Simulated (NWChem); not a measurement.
**One shape, several levels: C3O2 (SMILES O=C=C=C=O)**

Wanted: a comparison of 6 runs (B3LYP/6-311+G**, BHLYP/6-311+G**, M06-2X/6-311+G**, M06-L/6-311+G**, PBE0/6-311+G**, TPSS/6-311+G**) of C3O2. 

The results are computed with NWChem 7.3.0.

1 further run of the same task is left out (set aside as unsound or not needed).

## Step 1: The molecule

C3O2: 5 atoms, total charge 0, spin state singlet. As SMILES, `O=C=C=C=O`. Geometry: relaxed at PBE0-D4/def2-TZVP.

Bond lengths: O1–C2 1.155 Å, C2–C3 1.272 Å, C3–C4 1.272 Å, C4–O5 1.155 Å. Angles: O1–C2–C3 180.0°, C2–C3–C4 179.9°, C3–C4–O5 180.0°.

## Step 2: Energy and forces at B3LYP/6-311+G(d,p) (run 1)

job.nw reads:

```
start job
title "C3O2"
memory 2200 mb
geometry units angstrom noautosym nocenter noautoz
  O        0.309400      -2.066800       1.252900
  C        0.166300      -1.090000       0.652600
  C        0.008600      -0.014800      -0.008100
  C       -0.146600       1.060500      -0.669200
  O       -0.287900       2.037500      -1.269700
end
basis spherical bse
  * library 6-311+G**
end
dft
  xc b3lyp
  grid fine
  convergence energy 1e-08
  maxiter 100
  mulliken
  print low
end
task dft gradient
```

Command:

```bash
$ nwchem job.nw > job.out
```

The log of the run:

```text
[...]
 WARNING : Found     1 linear dependencies
 S eigenvalue threshold:     1.00000E-05
[...]
 d= 0,ls=0.0,diis     1   -264.6241679376 -3.88D+02  5.71D-02  1.57D+00     2.7
[...]
 d= 0,ls=0.0,diis    11   -264.8050480547 -4.49D-09  2.93D-07  3.45D-09    19.0
         Total DFT energy =     -264.805048054664
      One electron energy =     -602.687561748763
           Coulomb energy =      248.214233695153
    Exchange-Corr. energy =      -33.386851724844
 Nuclear repulsion energy =      123.055131723790
[...]
      Total Density - Mulliken Population Analysis
     ---------------------------------------------
    Atom       Charge   Shell Charges
 -----------   ------   -------------------------------------------------------
    1 O    8     8.18   1.08  0.91  0.97  1.02  1.99  0.92  1.29  0.05 -0.08  0.02
    2 C    6     6.26   1.10  0.88  0.64  0.82  1.29  0.31  0.22  0.57  0.27  0.15
    3 C    6     5.11   1.10  0.88  0.71  0.71  1.49  0.63  1.08 -1.44 -0.10  0.05
    4 C    6     6.26   1.10  0.88  0.64  0.82  1.29  0.31  0.22  0.57  0.27  0.15
    5 O    8     8.18   1.08  0.91  0.97  1.02  1.99  0.92  1.29  0.05 -0.08  0.02
[...]
                         DFT ENERGY GRADIENTS
    atom               coordinates                        gradient
                 x          y          z           x          y          z
   1 O       0.584681  -3.905686   2.367638   -0.001375   0.009422  -0.005789
   2 C       0.314261  -2.059801   1.233235    0.001189  -0.008125   0.004990
   3 C       0.016252  -0.027968  -0.015307   -0.000016   0.000013   0.000001
   4 C      -0.277034   2.004054  -1.264605   -0.001146   0.008024  -0.004948
   5 O      -0.544052   3.850317  -2.399385    0.001347  -0.009333   0.005745
 Task  times  cpu:       23.5s     wall:       23.5s
 Total times  cpu:       23.5s     wall:       23.5s
```

It took 24 s on 1 thread of Intel Xeon Platinum 8375C at 2.90GHz (Ice Lake), shared host; peak memory 0.12 GiB.

## Step 3: Energy and gradient at BHLYP/6-311+G(d,p) (run 2)

work.xyz reads:

```xyz
5
C3O2
O      0.309400    -2.066800     1.252900
C      0.166300    -1.090000     0.652600
C      0.008600    -0.014800    -0.008100
C     -0.146600     1.060500    -0.669200
O     -0.287900     2.037500    -1.269700
```

work.nw reads:

```
start work
title "C3O2"
memory stack 880 mb heap 220 mb global 1100 mb

geometry units angstroms noautosym nocenter noautoz
load work.xyz
end

basis spherical bse
O library 6-311+G**
C library 6-311+G**
end

dft
xc bhlyp
grid fine
convergence energy 1e-08
maxiter 100
mulliken
print low
end

task dft gradient
```

Command:

```bash
$ nwchem work.nw > work.out
```

The log of the run:

```text
[...]
 WARNING : Found     1 linear dependencies
 S eigenvalue threshold:     1.00000E-05
[...]
 d= 0,ls=0.0,diis     1   -264.4915815933 -3.88D+02  2.45D-01  1.22D+00     2.8
[...]
 d= 0,ls=0.0,diis    10   -264.6474021477 -1.80D-09  2.71D-07  2.79D-09    18.8
         Total DFT energy =     -264.647402147742
      One electron energy =     -602.442045302163
           Coulomb energy =      247.970075106412
    Exchange-Corr. energy =      -33.230563675781
 Nuclear repulsion energy =      123.055131723790
[...]
      Total Density - Mulliken Population Analysis
     ---------------------------------------------
    Atom       Charge   Shell Charges
 -----------   ------   -------------------------------------------------------
    1 O    8     8.23   1.08  0.91  0.95  1.01  2.02  0.94  1.32  0.05 -0.09  0.02
    2 C    6     6.26   1.10  0.89  0.61  0.82  1.28  0.34  0.17  0.61  0.28  0.17
    3 C    6     5.02   1.10  0.89  0.70  0.69  1.52  0.62  1.10 -1.55 -0.11  0.05
    4 C    6     6.26   1.10  0.89  0.61  0.82  1.28  0.34  0.17  0.61  0.28  0.17
    5 O    8     8.23   1.08  0.91  0.95  1.01  2.02  0.94  1.32  0.05 -0.09  0.02
[...]
                         DFT ENERGY GRADIENTS
    atom               coordinates                        gradient
                 x          y          z           x          y          z
   1 O       0.584681  -3.905686   2.367638    0.002999  -0.020430   0.012557
   2 C       0.314261  -2.059801   1.233235   -0.001512   0.010292  -0.006329
   3 C       0.016252  -0.027968  -0.015307   -0.000034   0.000011   0.000006
   4 C      -0.277034   2.004054  -1.264605    0.001519  -0.010396   0.006371
   5 O      -0.544052   3.850317  -2.399385   -0.002972   0.020524  -0.012605
 Task  times  cpu:       22.9s     wall:       22.9s
 Total times  cpu:       22.9s     wall:       22.9s
```

Wall time 23 s (1 thread of Intel Xeon Platinum 8375C at 2.90GHz (Ice Lake), shared host); peak memory 0.11 GiB.

Runs 3 to 4 aren't shown in full; the table further down has their settings and results.

## Step 4: Energy and forces at PBE0/6-311+G(d,p) (run 5)

test.nw reads:

```
start test
title "C3O2"
memory stack 880 mb heap 220 mb global 1100 mb

geometry noautosym nocenter noautoz
   O      0.309400    -2.066800     1.252900
   C      0.166300    -1.090000     0.652600
   C      0.008600    -0.014800    -0.008100
   C     -0.146600     1.060500    -0.669200
   O     -0.287900     2.037500    -1.269700
end

basis spherical bse
   * library 6-311+G**
end

dft
   xc pbe0
   grid fine
   convergence energy 1e-08
   maxiter 100
   mulliken
end

task dft gradient
```

Command:

```bash
$ nwchem test.nw > test.out
```

The log of the run:

```text
[...]
          Wavefunction type:  closed shell.
          No. of atoms     :     5
          No. of electrons :    34
[...]
          Charge           :     0
          Spin multiplicity:     1
[...]
          AO basis - number of functions:   110
[...]
              XC Information
              --------------
                         PBE0 Method XC Functional
                     Hartree-Fock (Exact) Exchange  0.250
          PerdewBurkeErnzerhof Exchange Functional  0.750
            Perdew 1991 LDA Correlation Functional  1.000 local
           PerdewBurkeErnz. Correlation Functional  1.000 non-local
[...]
 WARNING : Found     1 linear dependencies
 S eigenvalue threshold:     1.00000E-05
[...]
 d= 0,ls=0.0,diis     1   -264.3320995405 -3.87D+02  8.75D-02  1.40D+00     3.7
[...]
 d= 0,ls=0.0,diis    10   -264.5043580979 -5.18D-09  5.14D-07  1.09D-08    19.0
         Total DFT energy =     -264.504358097897
      One electron energy =     -602.588098415108
           Coulomb energy =      248.105938014950
    Exchange-Corr. energy =      -33.077329421529
 Nuclear repulsion energy =      123.055131723790
[...]
      Total Density - Mulliken Population Analysis
     ---------------------------------------------
    Atom       Charge   Shell Charges
 -----------   ------   -------------------------------------------------------
    1 O    8     8.21   1.08  0.91  0.95  1.01  2.01  0.96  1.29  0.06 -0.09  0.02
    2 C    6     6.38   1.10  0.88  0.63  0.81  1.32  0.36  0.16  0.67  0.30  0.16
    3 C    6     4.82   1.10  0.88  0.70  0.70  1.53  0.63  1.04 -1.69 -0.12  0.05
    4 C    6     6.38   1.10  0.88  0.63  0.81  1.32  0.36  0.16  0.67  0.30  0.16
    5 O    8     8.21   1.08  0.91  0.95  1.01  2.01  0.96  1.29  0.06 -0.09  0.02
[...]
  wavefunction    = closed shell
                         DFT ENERGY GRADIENTS
    atom               coordinates                        gradient
                 x          y          z           x          y          z
   1 O       0.584681  -3.905686   2.367638   -0.000378   0.002618  -0.001607
   2 C       0.314261  -2.059801   1.233235    0.000318  -0.002181   0.001337
   3 C       0.016252  -0.027968  -0.015307   -0.000017   0.000013   0.000002
   4 C      -0.277034   2.004054  -1.264605   -0.000285   0.002077  -0.001294
   5 O      -0.544052   3.850317  -2.399385    0.000362  -0.002527   0.001562
[...]
```

Wall time 24 s (1 thread of Intel Xeon Platinum 8375C at 2.90GHz (Ice Lake), shared host); peak memory 0.12 GiB.

## Step 5: Energy and gradient at TPSS/6-311+G(d,p) (run 6)

run.py reads:

```python
from ase import Atoms
from ase.calculators.nwchem import NWChem

atoms = Atoms(['O', 'C', 'C', 'C', 'O'], positions=[
    [0.309400, -2.066800, 1.252900],
    [0.166300, -1.090000, 0.652600],
    [0.008600, -0.014800, -0.008100],
    [-0.146600, 1.060500, -0.669200],
    [-0.287900, 2.037500, -1.269700],
])

calc = NWChem(
    label='input',
    theory='dft',
    memory='2200 mb',
    basis='6-311+G**',
    basispar='spherical bse',
    dft={'xc': 'xtpss03 ctpss03', 'mult': '1', 'grid': 'fine', 'convergence': 'energy 1e-08', 'iterations': '100', 'mulliken': None},
)
atoms.calc = calc

forces = atoms.get_forces()
print("Total energy (eV):", round(atoms.get_potential_energy(), 6))
print("forces (eV/A):")
for s, f in zip(atoms.symbols, forces):
    print(f"{s:2s} {f[0]:10.5f} {f[1]:10.5f} {f[2]:10.5f}")
print("dipole (e A):", atoms.get_dipole_moment().round(4))
```

Command:

```bash
$ export ASE_NWCHEM_COMMAND="nwchem PREFIX.nwi > PREFIX.nwo"
$ python run.py
```

The log of the run:

```text
Total energy (eV): -7206.868866
forces (eV/A):
O     0.20620   -1.41010    0.86651
C    -0.15262    1.04335   -0.64108
C     0.00010   -0.00077    0.00010
C     0.14959   -1.03816    0.63882
O    -0.20327    1.40567   -0.86440
dipole (e A): [ 0.0001 -0.0001  0.    ]
```

The calculator wrote input.nwi:

```
title "input"

permanent_dir input

scratch_dir input

start input

geometry units angstrom nocenter noautosym noautoz
  O  3.0940000000000001e-01 -2.0668000000000002e+00 1.2528999999999999e+00
  C  1.6630000000000000e-01 -1.0900000000000001e+00 6.5259999999999996e-01
  C  8.6000000000000000e-03 -1.4800000000000001e-02 -8.0999999999999996e-03
  C  -1.4660000000000001e-01 1.0605000000000000e+00 -6.6920000000000002e-01
  O  -2.8789999999999999e-01 2.0375000000000001e+00 -1.2697000000000001e+00
end

memory 2200 mb

basis spherical bse noprint
   * library 6-311+G**
end

dft
  xc xtpss03 ctpss03
  mult 1
  grid fine
  convergence energy 1e-08
  iterations 100
  mulliken
end

task dft gradient
```

input.nwo (excerpt; [...] marks lines left out):

```text
[...]
         Total DFT energy =     -264.847547980654
[...]
  wavefunction    = closed shell
                         DFT ENERGY GRADIENTS
    atom               coordinates                        gradient
                 x          y          z           x          y          z
   1 O       0.584681  -3.905686   2.367638   -0.004010   0.027422  -0.016851
   2 C       0.314261  -2.059801   1.233235    0.002968  -0.020290   0.012467
   3 C       0.016252  -0.027968  -0.015307   -0.000002   0.000015  -0.000002
   4 C      -0.277034   2.004054  -1.264605   -0.002909   0.020189  -0.012423
   5 O      -0.544052   3.850317  -2.399385    0.003953  -0.027336   0.016810
[...]
```

Wall time 35 s (1 thread of Intel Xeon Platinum 8375C at 2.90GHz (Ice Lake), shared host); peak memory 0.12 GiB.

## Step 6: The series

| run | level | energy (Eh) | largest force (eV/Å) | wall time |
| --- | --- | --- | --- | --- |
| 1 | B3LYP/6-311+G** | -264.805048 | 0.573 | 24 s |
| 2 | BHLYP/6-311+G** | -264.647402 | 1.248 | 23 s |
| 3 | M06-2X/6-311+G** | -264.696568 | 0.521 | 51 s |
| 4 | M06-L/6-311+G** | -264.781680 | 0.849 | 46 s |
| 5 | PBE0/6-311+G** | -264.504358 | 0.159 | 24 s |
| 6 | TPSS/6-311+G** | -264.847548 | 1.668 | 35 s |

## Step 7: Results

| quantity | value |
| --- | --- |
| run 6: total energy | -264.84755 Eh |
| run 6: dipole moment | 0.00 D |
| run 6: HOMO energy | -7.29 eV |
| run 6: LUMO energy | -2.58 eV |
| run 6: HOMO–LUMO gap | 4.71 eV |
| run 6: largest force on an atom | 1.668 eV/Å |

In words: Over runs 3, 4, 5, 6 the HOMO–LUMO gap runs from 4.71 eV (TPSS/6-311+G**) to 8.68 eV (M06-2X/6-311+G**). Totals of different functionals can't be ranked against each other. All runs together took 3.4 min, the longest 51 s.
